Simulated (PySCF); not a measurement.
PySCF input:

```python
from pyscf import gto, scf, dft

mol = gto.M(
    atom='''
    O    -0.02110053    1.07219571   -0.07455918
    H    -0.94565317    1.39081582    0.04769402
    Cl    0.03136922   -0.67222547   -0.00316626
    H     0.58118065    1.45945141    0.60260595
    ''',
    basis='def2-tzvpd',
    charge=1,
    spin=0,
    verbose=4,
)

mf = dft.RKS(mol, xc='mn15').density_fit(auxbasis='def2-universal-jkfit')
mf.grids.level = 4
mf.conv_tol = 1e-9
mf.max_cycle = 100
mf.max_memory = 1500
mf.kernel()
if not mf.converged:
    mf = mf.newton()
    mf.kernel(mf.make_rdm1())
mf.analyze()
```

**Question.** Predict the final energy.

**Answer.** -536.09060 Eh (MN15/def2-TZVPD).

It need not be the lowest isomer of its formula.
